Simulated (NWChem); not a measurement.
System: disilane (Si2H6); SMILES [SiH3][SiH3]

Give the equilibrium geometry at PBE0/def2-SVP (NWChem) as a Z-matrix, with the point group.

point group D3d; any orientation.
```
Si
H 1 1.4952
H 1 1.4952 2 108.75
H 1 1.4952 2 108.75 3 118.27
Si 1 2.3461 2 110.19 3 -120.87
H 5 1.4952 1 110.19 2 -180.00
H 5 1.4952 6 108.75 1 -120.87
H 5 1.4952 6 108.75 7 -118.27
```
